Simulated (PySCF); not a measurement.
# NMR data sheet: propane

| Property | Result |
| --- | --- |
| Formula | C3H8 |
| SMILES | CCC |
| InChI | InChI=1S/C3H8/c1-3-2/h3H2,1-2H3 |
| Point group of the computed structure | C2v |
| Degrees of unsaturation | 0 |
| Carbon signals | 2 |
| Proton signals | 2 |

Numbering as in the mapped SMILES `[CH3:1][CH2:2][CH3:3]` (H(Xn): hydrogen on atom n).

Theory: GFN2-xTB structure, B3LYP/pcJ-1 coupling constants (without the spin–dipole term), NMR shieldings at PBE0/pcSseg-1/GIAO, in PySCF (isolated molecule, non-relativistic, one averaged value for each set of equivalent atoms, a single conformation).

References, each an isolated molecule treated in the same way: ¹H, ¹³C vs TMS.

```tsv
carbon	δC, type	δH (multiplicity, J in Hz)	HMBC from (abs. J ≥ 3 Hz)	span of the C tensor (ppm)
C1/C3	18.8, CH3	1.00 (t, 7.7)	H(C2), H(C1)/H(C3)	31
C2	20.9, CH2	1.38 (sept, 7.7)	H(C1)/H(C3)	8
```

Selected couplings (Hz, signed; the shortest-range and largest first, 30 at most; isotopes ¹³C, ¹H): ¹J(C2,H(C2)) 132.3, ¹J(C1,H(C1)) 131.0, ¹J(C1,C2) 33.8, ³J(H(C1),H(C2)) 7.7.

Carbon types of the structure: 1 × CH2, 2 × CH3, which accounts for all hydrogens. δC 20.9: sp3 CH2; aliphatic region, no heteroatom directly attached. δC 18.8: methyl carbon; aliphatic region, no heteroatom directly attached. δH 1.38: hydrogen on an sp3 CH2; far from electronegative atoms and π systems. δH 1.00: hydrogen on a methyl carbon; far from electronegative atoms and π systems. The protons at 1.00 and 1.38 share a coupling of 7.7 Hz (vicinal).

Splittings below 1 Hz are ignored in the labels, and close J values are merged. Unscaled 3J(H,H) at this level run about 10 % above measured values. Shifts are as computed. Against solution values, carbons near 30 ppm lie about +3 ppm off and those near 130 ppm about +5 ppm. Of 1211 compounds with measured shifts, 218 miss one by over three times the rms of a fit or turn the order of signals round; such compounds aren't used in these exercises.
